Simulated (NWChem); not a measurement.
**One shape, several levels: AlHOF (SMILES [O][AlH][F])**

Aim: a comparison of 5 runs (TDA-CAM-B3LYP/DGauss-DZVP, TDA-CAM-B3LYP/SBKJC-VDZ, TDA-CAM-B3LYP/MINI, TDA-CAM-B3LYP/LANL2DZ, TDA-CAM-B3LYP/jorge-DZP) of AlHOF. 

Program for the calculation: NWChem 7.3.0.

### 1 The structure to begin with

AlHOF: 4 atoms, total charge 0, spin state doublet. As SMILES, `[O][AlH][F]`. Geometry: relaxed at PBE0-D4/def2-TZVP.

Bond lengths: O1–Al2 1.731 Å, Al2–F3 1.641 Å, Al2–H4 1.564 Å. Angles: O1–Al2–F3 117.5°, O1–Al2–H4 119.2°, F3–Al2–H4 123.3°.

### 2 The excited states at TDA-CAM-B3LYP/DGauss-DZVP (run 1)

File alfho.nw:

```
echo
start alfho
memory 2200 mb
charge 0

geometry units angstroms noautosym nocenter noautoz
  O    -0.128300   -1.061600    1.299400
  Al    0.038200    0.026100   -0.037000
  F    -1.126500   -0.010300   -1.192200
  H     1.272100    0.985600   -0.090400
end

basis spherical bse
  * library DGauss-DZVP
end

dft
  xc xcamb88 1.00 lyp 0.81 vwn_5 0.19 hfexch 1.00
  cam 0.33 cam_alpha 0.19 cam_beta 0.46
  mult 2
  grid fine
  convergence energy 1e-08
  direct
  iterations 100
  mulliken
  print low
end

tddft
  cis
  nroots 4
end

task tddft
```

Launch:

```
$ nwchem alfho.nw > alfho.out
```

Standard output:

```text
[...]
 d= 0,ls=0.0,diis     1   -417.8300132973 -5.08D+02  1.86D-02  3.02D-01     0.9
[...]
 d= 0,ls=0.0,diis    17   -418.0853644102 -7.25D-10  1.49D-07  4.93D-11    12.7
[...]
         Total DFT energy =     -418.085364410248
      One electron energy =     -760.329713303039
           Coulomb energy =      289.898230112591
    Exchange-Corr. energy =      -37.971165133799
 Nuclear repulsion energy =       90.317283913998
[...]
         Spin multiplicity :       2
[...]
              XC Information
              --------------
              Hartree-Fock (Exact) Exchange   1.00
            CAM-Becke88 Exchange Functional   1.00
               VWN V Correlation Functional   0.19 local
       Lee-Yang-Parr Correlation Functional   0.81
           Alpha           :  0.19
           Beta            :  0.46
           Gamma           :  0.33
[...]
         Wavefunction type : Unrestricted
          No. of electrons :      31
[...]
  Root   1         a              0.016995501 a.u.                0.4625 eV
[...]
     Dipole Oscillator Strength                    0.0000027563
[...]
     Total Oscillator Strength                     0.0000029045
[...]
  Root   2         a              0.054008339 a.u.                1.4696 eV
[...]
  Root   3         a              0.185043600 a.u.                5.0353 eV
[...]
     Dipole Oscillator Strength                    0.0162121259
[...]
     Total Oscillator Strength                     0.0162125207
[...]
  Root   4         a              0.245340808 a.u.                6.6761 eV
  <S2> =   0.8314
[...]
     Dipole Oscillator Strength                    0.0006840975
[...]
     Total Oscillator Strength                     0.0006841106
[...]
```

Wall time 43 s (1 thread of AMD EPYC 7B13 (Zen 3), shared host); peak memory 0.11 GiB.

The roots found:

| excited state | energy (eV) | strength | label |
| --- | --- | --- | --- |
| 1 | 0.462 | 0.0000 | a |
| 2 | 1.470 | 0.0002 | a |
| 3 | 5.035 | 0.0162 | a |
| 4 | 6.676 | 0.0007 | a |

### 3 The excited states at TDA-CAM-B3LYP/SBKJC-VDZ (core potential) (run 2)

File alfho.nw:

```
start alfho
title "AlFHO"
memory total 2200 mb
charge 0

geometry units angstroms noautosym nocenter noautoz
 O       -0.128300      -1.061600       1.299400
 Al       0.038200       0.026100      -0.037000
 F       -1.126500      -0.010300      -1.192200
 H        1.272100       0.985600      -0.090400
end

basis "ao basis" spherical bse
 * library SBKJC-VDZ
end

ecp bse
 O library SBKJC-VDZ
 Al library SBKJC-VDZ
 F library SBKJC-VDZ
end

dft
 xc xcamb88 1.00 lyp 0.81 vwn_5 0.19 hfexch 1.00
 cam 0.33 cam_alpha 0.19 cam_beta 0.46
 mult 2
 grid fine
 convergence energy 1e-08
 direct
 iterations 100
 mulliken
 print low
end

tddft
 cis
 nroots 4
end

task tddft
```

Launch:

```
$ nwchem alfho.nw > alfho.out
```

Standard output:

```text
[...]
 d= 0,ls=0.0,diis     1    -42.4266458562 -6.59D+01  3.60D-02  2.34D-01     0.4
[...]
 d= 0,ls=0.0,diis    15    -42.6775867134 -4.98D-09  7.91D-07  2.27D-10     4.2
[...]
         Total DFT energy =      -42.677586713406
      One electron energy =     -117.282638929490
           Coulomb energy =       60.417997261009
    Exchange-Corr. energy =       -9.242737565384
 Nuclear repulsion energy =       23.429792520460
[...]
         Spin multiplicity :       2
[...]
              XC Information
              --------------
              Hartree-Fock (Exact) Exchange   1.00
            CAM-Becke88 Exchange Functional   1.00
               VWN V Correlation Functional   0.19 local
       Lee-Yang-Parr Correlation Functional   0.81
           Alpha           :  0.19
           Beta            :  0.46
           Gamma           :  0.33
[...]
         Wavefunction type : Unrestricted
          No. of electrons :      17
[...]
  Root   1         a              0.019643065 a.u.                0.5345 eV
[...]
     Dipole Oscillator Strength                    0.0000116728
[...]
     Total Oscillator Strength                     0.0000118391
[...]
  Root   2         a              0.052988655 a.u.                1.4419 eV
[...]
  Root   3         a              0.200811063 a.u.                5.4643 eV
[...]
     Dipole Oscillator Strength                    0.0156486224
[...]
     Total Oscillator Strength                     0.0156492415
[...]
  Root   4         a              0.246723678 a.u.                6.7137 eV
  <S2> =   0.8963
[...]
     Dipole Oscillator Strength                    0.0004661848
[...]
     Total Oscillator Strength                     0.0004662104
[...]
```

It took 20 s on 1 thread of AMD EPYC 7B13 (Zen 3), shared host; peak memory 0.11 GiB.

The roots found:

| excited state | energy (eV) | strength | label |
| --- | --- | --- | --- |
| 1 | 0.535 | 0.0000 | a |
| 2 | 1.442 | 0.0002 | a |
| 3 | 5.464 | 0.0156 | a |
| 4 | 6.714 | 0.0005 | a |

Runs 3 to 4 aren't shown in full; the table further down has their settings and results.

### 4 The vertical excitations at TDA-CAM-B3LYP/jorge-DZP (run 5)

File mol.nw:

```
start mol
memory total 2200 mb

geometry units atomic noautosym nocenter noautoz
   O     -0.24245186    -2.00613325     2.45551013
   Al     0.07218754     0.04932185    -0.06991987
   F     -2.12877648    -0.01946418    -2.25293149
   H      2.40392060     1.86251407    -0.17083124
end

basis spherical bse
   * library jorge-DZP
end

dft
   xc xcamb88 1.00 lyp 0.81 vwn_5 0.19 hfexch 1.00
   cam 0.33 cam_alpha 0.19 cam_beta 0.46
   mult 2
   grid fine
   convergence energy 1e-08
   direct
   iterations 100
   mulliken
   noprint "final vectors analysis"
end

tddft
   cis
   nroots 4
end

task tddft
```

Launch:

```
$ nwchem mol.nw > mol.out
```

Standard output:

```text
[...]
          Wavefunction type:  spin polarized.
          No. of atoms     :     4
          No. of electrons :    31
[...]
          Charge           :     0
          Spin multiplicity:     2
[...]
          AO basis - number of functions:    59
[...]
              XC Information
              --------------
                     Hartree-Fock (Exact) Exchange  1.000
                   CAM-Becke88 Exchange Functional  1.000
                      VWN V Correlation Functional  0.190 local
              Lee-Yang-Parr Correlation Functional  0.810
[...]
 d= 0,ls=0.0,diis     1   -417.8671306324 -5.08D+02  1.48D-02  5.44D-01     1.2
[...]
 d= 0,ls=0.0,diis    16   -418.1181194141 -2.76D-09  2.57D-07  6.23D-11    17.6
[...]
         Total DFT energy =     -418.118119414141
      One electron energy =     -760.632221174246
           Coulomb energy =      290.277438282234
    Exchange-Corr. energy =      -38.080613875711
 Nuclear repulsion energy =       90.317277353581
[...]
  Root   1         a              0.017404404 a.u.                0.4736 eV
[...]
     Dipole Oscillator Strength                    0.0000034476
[...]
     Total Oscillator Strength                     0.0000035986
[...]
  Root   2         a              0.053825281 a.u.                1.4647 eV
[...]
  Root   3         a              0.185566259 a.u.                5.0495 eV
[...]
     Dipole Oscillator Strength                    0.0167235720
[...]
     Total Oscillator Strength                     0.0167239940
[...]
  Root   4         a              0.244712719 a.u.                6.6590 eV
  <S2> =   0.8390
[...]
     Dipole Oscillator Strength                    0.0006283026
[...]
     Total Oscillator Strength                     0.0006283141
[...]
```

Run time: 75 s. Hardware: 1 thread of AMD EPYC 7B13 (Zen 3), shared host; peak memory 0.11 GiB.

The roots found:

| excited state | energy (eV) | strength | label |
| --- | --- | --- | --- |
| 1 | 0.474 | 0.0000 | a |
| 2 | 1.465 | 0.0002 | a |
| 3 | 5.050 | 0.0167 | a |
| 4 | 6.659 | 0.0006 | a |

### 5 Overview of the runs

| run | level | core potential | energy (Eh) | lowest excitation energy (eV) | wall time |
| --- | --- | --- | --- | --- | --- |
| 1 | TDA-CAM-B3LYP/DGauss-DZVP | – | -418.085364 | 0.46 | 43 s |
| 2 | TDA-CAM-B3LYP/SBKJC-VDZ (core potential) | SBKJC-VDZ | -42.677587 | 0.53 | 20 s |
| 3 | TDA-CAM-B3LYP/MINI | – | -415.541620 | 0.47 | 15 s |
| 4 | TDA-CAM-B3LYP/LANL2DZ (core potential) | LANL2DZ | -177.630173 | 0.41 | 20 s |
| 5 | TDA-CAM-B3LYP/jorge-DZP | – | -418.118119 | 0.47 | 75 s |

### 6 Summary of results

| quantity | value |
| --- | --- |
| run 5: ground-state or mean-field energy | -418.11812 Eh |
| run 5: dipole moment (of the density that the program reports) | 1.55 D |
| run 5: lowest excitation energy | 0.47 eV |

Over runs 3, 4, 5 the dipole moment (its size) runs from 0.38 D (TDA-CAM-B3LYP/MINI) to 2.11 D (TDA-CAM-B3LYP/LANL2DZ). The two ends differ in basis and core potential. Some runs of one species differ in core potentials or relativity; totals across that change don't compare. In run 3 the basis is minimal, so the values are rough. All runs together took 2.9 min, the longest 75 s.
